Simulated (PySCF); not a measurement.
CFCl3.
SMILES with atom numbers: `[F:1][C:2]([Cl:3])([Cl:4])[Cl:5]`

The same species was optimised twice, with GFN2-xTB and with PBE0-D3(BJ)/def2-SVP (PySCF), and the same property calculations (PySCF, gas phase) were run on both structures.

```tsv
coordinate	GFN2-xTB	PBE0-D3(BJ)/def2-SVP	change
F1–C2 (Å)	1.337	1.326	-0.011
C2–Cl3 (Å)	1.771	1.766	-0.005
C2–Cl5 (Å)	1.771	1.767	-0.004
C2–Cl4 (Å)	1.771	1.767	-0.004
F1–C2–Cl4 (°)	108.5	108.6	+0.1
Cl4–C2–Cl5 (°)	110.4	110.3	-0.1
F1–C2–Cl5 (°)	108.6	108.6	0.0
Cl3–C2–Cl4 (°)	110.4	110.3	-0.1
Cl3–C2–Cl5 (°)	110.4	110.3	-0.1
F1–C2–Cl3 (°)	108.5	108.6	+0.1
```

Rotational constants: A = 2444, B = 2444, C = 1709 MHz (GFN2-xTB) against A = 2462, B = 2461, C = 1719 MHz (PBE0-D3(BJ)/def2-SVP). Point groups within 0.08 Å: C3v and C3v. Atoms that the bonding makes alike are paired by their places after alignment.

On the GFN2-xTB structure: HOMO (eV) -9.28 [PBE0/pcSseg-1]; LUMO (eV) -1.38 [PBE0/pcSseg-1]; dipole (D) 0.41 [PBE0/pcSseg-1]; GIAO shielding of F1 (ppm) 170.9 [PBE0/pcSseg-1]; GIAO shielding of C2 (ppm) 39.0 [PBE0/pcSseg-1]; GIAO shielding of Cl3/Cl4/Cl5 (mean) (ppm) 386.7 [PBE0/pcSseg-1].

**Question.** What do these properties become on the PBE0-D3(BJ)/def2-SVP structure?

**Answer.** 
```tsv
property	level	on GFN2-xTB	on PBE0-D3(BJ)/def2-SVP	change
HOMO (eV)	PBE0/pcSseg-1	-9.28	-9.26	+0.02
LUMO (eV)	PBE0/pcSseg-1	-1.38	-1.32	+0.06
dipole (D)	PBE0/pcSseg-1	0.41	0.36	-0.05
energy, GFN2-xTB geometry as zero (kcal/mol)	PBE0/pcSseg-1	0.0	0.0	0.0
GIAO shielding of F1 (ppm)	PBE0/pcSseg-1	170.9	177.2	+6.3
GIAO shielding of C2 (ppm)	PBE0/pcSseg-1	39.0	41.4	+2.4
GIAO shielding of Cl3/Cl4/Cl5 (mean) (ppm)	PBE0/pcSseg-1	386.7	394.2	+7.5
```

The heavy atoms differ by 0.006 Å rms after alignment. Among all bonds F1–C2 changes most (-0.011 Å). Changes are differences of the printed values. Neither structure is proved a minimum here.
